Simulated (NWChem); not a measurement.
System meant: propyne (C$_{3}$H$_{4}$); SMILES C#CC

Here is an NWChem input.

```
start job
memory heap 200 mb stack 900 mb global 1100 mb
geometry units angstroms noautoz
  C     -0.000328    -1.232770    -0.001813
  C     -0.001502     0.220758     0.000005
  C     -0.002452     1.431562    -0.001731
  H     -0.754431    -1.627177    -0.700458
  H     -0.226679    -1.631468     0.999233
  H      0.981209    -1.627193    -0.307400
  H     -0.005144     2.505555    -0.005438
end
basis spherical
  C library def2-svp
  H library def2-svp
end
dft
  xc pbe0
  iterations 4
  mulliken
end
task dft energy
```

End of the output:

```
    Atom       Charge   Shell Charges
 -----------   ------   -------------------------------------------------------
    1 C    6     6.08   1.96  0.56  0.30  1.91  1.27  0.08
    2 C    6     6.03   1.97  0.63  0.31  1.85  1.20  0.08
    3 C    6     6.10   1.97  0.62  0.36  1.83  1.27  0.05
    4 H    1     0.94   0.63  0.25  0.07
    5 H    1     0.94   0.63  0.25  0.07
    6 H    1     0.94   0.63  0.25  0.07
    7 H    1     0.96   0.60  0.28  0.08

 center of mass
 --------------
 x =   0.00034757 y =  -0.11265166 z =  -0.00013211

 moments of inertia (a.u.)
 ------------------
         211.343689018005          -0.000000000000           0.000000000000
          -0.000000000000          11.397883112115          -0.000000000000
           0.000000000000          -0.000000000000         211.346250998354

     Multipole analysis of the density
     ---------------------------------

     L   x y z        total         alpha         beta         nuclear
     -   - - -        -----         -----         ----         -------
     0   0 0 0     -0.000000    -11.000000    -11.000000     22.000000

     1   1 0 0     -0.002389     -0.001195     -0.001195      0.000000
     1   0 1 0      0.310559      0.155279      0.155279      0.000000
     1   0 0 1      0.000678      0.000339      0.000339      0.000000

     2   2 0 0    -14.404032    -10.029979    -10.029979      5.655926
     2   1 1 0      0.009940     -0.001810     -0.001810      0.013559
     2   1 0 1      0.000083      0.000030      0.000030      0.000022
     2   0 2 0    -10.237544    -69.292740    -69.292740    128.347936
     2   0 1 1     -0.001795     -0.000863     -0.000863     -0.000069
     2   0 0 2    -14.404951    -10.029180    -10.029180      5.653409

 ------------------------------------------------------------------------
 dft energy failed                                                                                  0
 ------------------------------------------------------------------------
 ------------------------------------------------------------------------
  current input line :
    21: task dft energy
 ------------------------------------------------------------------------
 ------------------------------------------------------------------------
 This type of error is most commonly associated with calculations not reaching convergence criteria
 ------------------------------------------------------------------------
 For more information see the NWChem manual at https://nwchemgit.github.io

0:dft energy failed:Received an Error in Communication
```

Problem. What is wrong, and how is it mended?

Solution. The run did not converge; its last values are not results. Cause: the SCF was allowed too few iterations. This input runs:
```
start job
memory heap 200 mb stack 900 mb global 1100 mb
geometry units angstroms noautoz
  C     -0.000328    -1.232770    -0.001813
  C     -0.001502     0.220758     0.000005
  C     -0.002452     1.431562    -0.001731
  H     -0.754431    -1.627177    -0.700458
  H     -0.226679    -1.631468     0.999233
  H      0.981209    -1.627193    -0.307400
  H     -0.005144     2.505555    -0.005438
end
basis spherical
  * library def2-svp
end
dft
  xc pbe0
  iterations 150
  mulliken
end
task dft energy
```
It converges to -116.41905 Ha (PBE0/def2-SVP).
